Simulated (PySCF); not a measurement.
**Calculated NMR parameters of [BH3-]C#[O+]**

| Item | Value |
| --- | --- |
| Formula | CH3BO |
| SMILES | [BH3-]C#[O+] |
| Point group of the computed structure | C3v |
| Carbon signals | 1 |
| Proton signals | 1 |

Atom-mapped SMILES (the numbers label the heavy atoms): `[BH3-:1][C:2]#[O+:3]` (H(Xn): hydrogen on atom n).

Level of theory: geometry: PBE0-D3(BJ)/def2-TZVP, shielding tensors at B97-2/pcSseg-2 (GIAO), in PySCF 2.14.0 with density-fitted response routines (no relativistic terms, no solvent model, a single conformation, one averaged value for each set of equivalent atoms).

Chemical shifts δ = σref − σ; $^{1}$H (31.64 ppm), $^{13}$C (185.38 ppm) vs TMS; $^{11}$B (99.77 ppm) against BF3·OEt2; H2O for $^{17}$O (327.66 ppm), all at this level.

| carbon | δC, type | δH (multiplicity) | HMBC from (2–3 bonds) | span of the C tensor (ppm) |
| --- | --- | --- | --- | --- |
| C2 | 194.1, C | – | H(B1) | 406 |

Other nuclei:
| atoms | nucleus | environment | δ (ppm) | σ (ppm) |
| --- | --- | --- | --- | --- |
| H(B1) | $^{1}$H | hydrogen on a boron bonded to C | 1.39 | 30.24 |
| B1 | $^{11}$B | boron bonded to C, 3 H | -61.1 | 160.9 |
| O3 | $^{17}$O | oxygen bonded to C | 352.7 | -25.0 |

δH 1.39: hydrogen on a boron bonded to C.

Hydrogens on boron are broadened and split by $^{11}$B (spin 3/2, 80 %) and 10B (spin 3). A carbon bonded to boron is broadened by the quadrupolar boron nucleus and is often missing from a measured spectrum. Shifts are as computed. Against solution values, carbons near 30 ppm lie about +3 ppm off and those near 130 ppm about +7 ppm. Of 1211 compounds with measured shifts, 218 miss one by over three times the rms of a fit or turn the order of signals round; such compounds aren't used in these exercises. Unscaled 17O shifts of doubly bonded oxygen tend to come out too high, by tens of ppm or more. Experimental scales use liquid or dissolved standards, which lie at an offset from isolated H2O (liquid H2O: subtract about 36 ppm).
